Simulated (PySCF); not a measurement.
**EPR parameters of C5H5**

Species: C5H5 (doublet state).
Geometry (GFN2-xTB, Å), atoms numbered from 1 in this order:
```
atom  x, y, z in Å
C1     2.5777    0.7143   -0.1241
C2     1.4009    0.3859   -0.1243
C3     0.1170    0.0279   -0.1231
C4    -1.0107   -0.5888   -0.8209
C5    -1.1699   -0.0129    0.5705
H6     3.5878    0.9918   -0.1228
H7    -1.0220   -1.6658   -0.9417
H8    -1.4558   -0.0631   -1.6580
H9    -1.7251    0.9099    0.6932
H10   -1.2909   -0.6946    1.4044
```

As a line formula: `C#C[C]1CC1` [radical].

The calculation used PySCF 2.14.0, UKS B3LYP, pcH-1 on C H, non-relativistic, mean-field spin-orbit, GIAO. Geometry: GFN2-xTB; no solvent, vibrations or thermal averaging. The geometry wasn't refined by DFT: couplings that depend on bond lengths, twists or pyramidal angles can differ widely from those at the functional's own minimum. The SCF solution wasn't tested for stability.

```
g1, g2, g3 : 2.00218, 2.00289, 2.00322
g_iso      : 2.00277
Form of g  : rhombic: the two nearest values differ by 32 % of g3 − g1
⟨S²⟩       : 0.7692 (exact 0.7500)
```

Hyperfine couplings atom by atom, in 10⁻⁴ cm⁻¹; T1 to T3 are the principal values of the dipolar part (1 × 10⁻⁴ cm⁻¹ = 2.998 MHz):

```csv
atom,isotope,a_iso,T1,T2,T3,Mulliken spin population
C1,13C,15.7,-15.5,-11.4,27.0,0.57
C2,13C,-22.7,-7.2,-0.5,7.7,-0.24
C3,13C,23.7,-20.9,-19.2,40.2,0.69
C4,13C,-7.9,-1.1,0.1,1.0,-0.06
C5,13C,-7.9,-1.1,0.1,1.0,-0.06
H6,1H,-14.6,-6.9,-0.5,7.4,-0.02
H7,1H,21.9,-1.0,-1.0,2.0,0.03
H8,1H,21.7,-1.0,-1.0,2.0,0.03
H9,1H,21.7,-1.0,-1.0,2.0,0.03
H10,1H,21.9,-1.0,-1.0,2.0,0.03
```

The Mulliken spin populations are largest on C3 (+0.69), C1 (+0.57) and C2 (-0.24). The positive populations add up to 1.38 and the negative ones to -0.38, together 2S = 1. The angles at C3 add up to 360.0°, so it is planar.

Axes: g3 points within 1° of the C1–C2 bond.

Under fast tumbling the dipolar parts average out, and these isotropic splittings remain: 4 × 1H (H7/H8/H9/H10, I = 1/2, 5 lines) with 2.33 mT and 1 × 1H (H6, I = 1/2, 2 lines) with 1.56 mT.

Class means assume fast exchange of nuclei equivalent by connectivity; if that motion is slow, each nucleus keeps its own coupling.

The 13C coupling of C3 (71.0 MHz) shows only in satellite lines or after enrichment, since that isotope makes up about 1.07 % of natural carbon.

On an Intel Xeon Platinum 8259CL at 2.50 GHz with one thread, no GPU, shared host with 96 logical CPUs at a one-minute load of 34, this took 24 s (grids of density and orbitals included) and 0.61 GiB of memory at its peak.
